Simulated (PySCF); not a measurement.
Property card for 1-fluorobutane, `C(CF)CC`

Species: 1-fluorobutane, C4H9F.
Bonds: C1–C2, C2–C3, C3–C4, C4–F5. Hydrogens: H6, H7, H8 on C1; H9, H10 on C2; H11, H12 on C3; H13, H14 on C4.

PBE0-D3(BJ)/def2-TZVP geometry optimisation, gas phase (PySCF):

```yaml
Point_group: C1
Rotational_constants_A_B_C: 12.731, 2.348, 2.171 GHz
```

CAM-B3LYP/aug-cc-pVTZ ground state and vertical TDDFT (core frozen in the response) (PySCF):

```yaml
Dipole_moment: 1.86 D
HOMO_energy: -10.56 eV
LUMO_energy: 0.27 eV
HOMO–LUMO_gap: 10.83 eV
Lowest_singlet_excitation: 8.34 eV (149 nm, f = 0.004)
Strongest_line_among_the_10_lowest_singlet_transitions: S9 at 9.05 eV (137 nm, f = 0.120)
Lowest_triplet_excitation_Tamm–Dancoff: 8.20 eV
Static_isotropic_polarisability: 52.9 au
Electronic_spatial_extent_⟨r²⟩_about_the_centre_of_nuclear_charge: 586 bohr²
```

PBE0/pcSseg-2 ground state and GIAO shieldings, non-relativistic (PySCF):

```yaml
Lowest_Hirshfeld_atomic_charge: -0.13 e on F5
Highest_Hirshfeld_atomic_charge: +0.05 e on H11/H13/H14
13C_chemical_shifts_computed_TMS_as_zero_by_class: 89.7 (C4), 38.7 (C3), 24.3 (C2), 16.9 (C1) ppm
1H_chemical_shifts_computed_TMS_as_zero_by_class: 4.49 (H13/H14), 1.54 (H9/H10), 1.51 (H11/H12), 0.99 (H6/H7/H8) ppm
Isotropic_shieldings_of_nuclei_other_than_C_and_H_by_class: 417 (F5) ppm
Mayer_bond_orders_between_heavy_atoms: C1–C2 0.97, C2–C3 0.96, C3–C4 1.00, C4–F5 0.89
```

Monoisotopic mass (most abundant isotopes): 76.0688 u.

No computed singlet falls in the visible range (750 to 380 nm, 1.65 to 3.26 eV); S1 lies 5.08 eV above its blue end. The dipole matches unit charges of opposite sign 0.39 Å apart (1 e·Å = 4.8032 D). The principal polarisabilities are 48.6, 50.4 and 59.8 au; their mean is the isotropic value. The vertical singlet–triplet gap S1 − T1 is 0.14 eV (TDDFT singlet less Tamm–Dancoff triplet; S1: HOMO→LUMO, weight 0.78; T1: HOMO→LUMO, weight 0.68). The polarisability is 7.84 Å³ as a volume (1 au = 0.148185 Å³), or 1.26 au for each of the 42 electrons. The 10 singlets span 8.34 to 9.10 eV, and their oscillator strengths add up to 0.31.

Isolated species at its PBE0-D3(BJ)/def2-TZVP geometry (one conformer only). NMR classes are plain means over equivalent atoms (diastereotopic ones count apart unless rotation or inversion swaps them), as if these changed places fast; in this geometry the members of some classes differ.

The values belong to the conformer `[CH3:1][CH2:2][CH2:3][CH2:4][F:5]`: C1–C2–C3–C4 179°, C2–C3–C4–F5 -64°.
